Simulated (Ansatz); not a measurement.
# CH4OSi, SMILES C1O[SiH2]1: a ladder of basis sets

Program: the Python package of Ansatz (0.2.0).

The cells in order, each with its output:

```python
import ansatz
```

```python
system = (
    ansatz.Crystal.molecule()
    .atom("C", (-0.5468, -0.4247, -0.6651))
    .atom("O", (-0.0021, -1.0952, 0.4002))
    .atom("Si", (0.4765, 0.4741, 0.521))
    .atom("H", (-1.5731, -0.1327, -0.6177))
    .atom("H", (-0.1933, -0.5313, -1.6873))
    .atom("H", (-0.0906, 1.0971, 1.7457))
    .atom("H", (1.9905, 0.5448, 0.2575))
)
```

```python
model = system.calculation().correlation("mp2")
```

```python
energies = {}
for basis in ["cc-pVDZ", "cc-pVTZ"]:
    summary = model.basis(gaussian=basis).run(threads=1).report
    size = summary["n_frozen"] + summary["n_occupied"][0] + summary["n_virtual"][0]
    energies[basis] = (summary["reference_energy_ev"] / 27.211386246, summary["free_energy_ev"] / 27.211386246)
    print(f"{basis:14s} {size:4d} orbitals  reference {energies[basis][0]:14.6f} Ha  total {energies[basis][1]:14.6f} Ha")
```

    cc-pVDZ          66 orbitals  reference    -403.931994 Ha  total    -404.354630 Ha
    cc-pVTZ         150 orbitals  reference    -403.996949 Ha  total    -404.525245 Ha

```python
# correlation energy at the basis limit from E(X) = E + A / X^3
small, large = (energies[b][1] - energies[b][0] for b in ("cc-pVDZ", "cc-pVTZ"))
limit = (3 ** 3 * large - 2 ** 3 * small) / (3 ** 3 - 2 ** 3)
print(f"correlation energy: {small:.6f} and {large:.6f} Ha, extrapolated {limit:.6f} Ha")
print(f"share caught by the larger set: {100 * large / limit:.1f} %")
```

    correlation energy: -0.422635 and -0.528296 Ha, extrapolated -0.572785 Ha
    share caught by the larger set: 92.2 %

Against cc-pVDZ: cc-pVTZ -170.6 mHa. The last step alone is -170.62 mHa.

The settings weren't tested for convergence. The geometry is a force-field or estimated start, not a minimum of this method, and the last set is no limit. Much of the fall in a total is atomic energy, which cancels in bond and reaction energies. Inner cores stay frozen, so this is valence correlation. For Al to Cl the sets with a tight d function, cc-pV(X+d)Z, are usual. An extrapolation from small basis sets is rough. Finished in 2.3 s on 1 thread of Intel(R) Xeon(R) Platinum 8488C (Sapphire Rapids), on a shared host, peak memory 0.28 GiB.

(Lines on the test bed's own set-up are left out of the output.)
